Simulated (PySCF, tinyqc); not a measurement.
Inside a calculation (part 2 of 2). Method: CID on RHF in the sto-6g basis, for HF, spin multiplicity 1. The lowest restricted solution is unstable here: a spin-polarised one lies 0.0513 hartree lower (PySCF). Computed by tinyqc, a small Python program that keeps every step (integrals from PySCF). Command: `OMP_NUM_THREADS=1 python tinyqc.py 25500 25501 out.jsonl` (the two numbers bound the seeds that draw the settings). One thread of a shared host (Intel(R) Xeon(R) Processor @ 2.60GHz), about 0.1 s of CPU time with the checks.

Geometry (angstrom):
```
atom         x         y         z
F     0.000000  0.000000  0.000000
H     0.000000  0.000000  1.474000
```

## CID: roots

Occupation strings over the orbitals (2 doubly, a alpha, b beta, 0 empty; spin orbitals ordered 1a 1b 2a 2b ...): 222220 222202 2a22b2 a222b2 222022 220222 2b22a2 202222 ab2222 b222a2 ba2222 022222

H - E(HF) between determinants (hartree):
```
           222220     222202     2a22b2     a222b2     222022     220222     2b22a2     202222
222220   0.000000   0.260496  -0.024132   0.003273   0.027495   0.027495   0.024132   0.090662
222202   0.260496   0.612811   0.047719   0.018804   0.031340   0.031340  -0.047719   0.120553
2a22b2  -0.024132   0.047719   1.478909   0.028101   0.019017   0.019017  -0.120553   0.085014
a222b2   0.003273   0.018804   0.028101  26.064537   0.004645   0.004645  -0.020541  -0.003492
222022   0.027495   0.031340   0.019017   0.004645   0.705624   0.053789  -0.019017   0.192598
220222   0.027495   0.031340   0.019017   0.004645   0.053789   0.705624  -0.019017   0.192598
2b22a2   0.024132  -0.047719  -0.120553  -0.020541  -0.019017  -0.019017   1.478909  -0.085014
202222   0.090662   0.120553   0.085014  -0.003492   0.192598   0.192598  -0.085014   2.554058
ab2222  -0.019569  -0.020541   0.003492  -0.134522  -0.040403  -0.040403   0.013777  -0.010537
b222a2  -0.003273  -0.018804  -0.020541  -0.016275  -0.004645  -0.004645   0.028101   0.003492
ba2222   0.019569   0.020541   0.013777   0.011027   0.040403   0.040403   0.003492   0.010537
022222   0.017922   0.016275   0.011027  -0.051115   0.030338   0.030338  -0.011027   0.087474

           ab2222     b222a2     ba2222     022222
222220  -0.019569  -0.003273   0.019569   0.017922
222202  -0.020541  -0.018804   0.020541   0.016275
2a22b2   0.003492  -0.020541   0.013777   0.011027
a222b2  -0.134522  -0.016275   0.011027  -0.051115
222022  -0.040403  -0.004645   0.040403   0.030338
220222  -0.040403  -0.004645   0.040403   0.030338
2b22a2   0.013777   0.028101   0.003492  -0.011027
202222  -0.010537   0.003492   0.010537   0.087474
ab2222  27.333531   0.011027  -0.087474   0.504927
b222a2   0.011027  26.064537  -0.134522   0.051115
ba2222  -0.087474  -0.134522  27.333531  -0.504927
022222   0.504927   0.051115  -0.504927  55.850417
```

Diagonalise (each vector has its largest component positive (the first on a tie)); all determinants have Ms = 0, so triplets appear too. The lowest singlet root is the correlation energy.

lowest roots of this matrix, relative to E(HF) (hartree): -0.098805  0.651835  0.672377  0.740729  1.358342  1.587872  2.622923  26.035666

lowest vectors:
```
           root 1     root 2     root 3     root 4
222220   0.938441   0.000000   0.270684   0.209543
222202  -0.342730   0.000000   0.773090   0.526817
2a22b2   0.024096   0.000000  -0.018131  -0.032378
a222b2   0.000089   0.000000  -0.000424  -0.000576
222022  -0.015019   0.707107  -0.404921   0.569965
220222  -0.015019  -0.707107  -0.404921   0.569965
2b22a2  -0.024096   0.000000   0.018131   0.032378
202222  -0.015851   0.000000   0.021947  -0.163485
ab2222   0.000374   0.000000  -0.000434   0.002217
b222a2  -0.000089   0.000000   0.000424   0.000576
ba2222  -0.000374   0.000000   0.000434  -0.002217
022222  -0.000176   0.000000   0.000109  -0.000620
```

<S^2> of these roots: 0.000000  0.000000  0.000000  0.000000  2.000000  0.000000  0.000000  2.000000

weight of the ground state by excitation level 0, 1, 2, ...: 0.880672  0.000000  0.119328

The reference has a weight of only 0.88: one determinant is a poor start here.

## The lowest root by the Davidson method

Start from the reference; add the residual divided by (theta - H_ii), orthogonalised, at each step.

Davidson iterations:
```
iteration  subspace  lowest Ritz value (hartree)  residual norm
1                 1                            0       2.83e-01
2                 2                  -0.09735058       5.46e-02
3                 3                  -0.09880457       1.23e-03
4                 4                  -0.09880520       1.38e-04
5                 5                  -0.09880521       6.69e-06
6                 6                  -0.09880521       8.97e-08
```
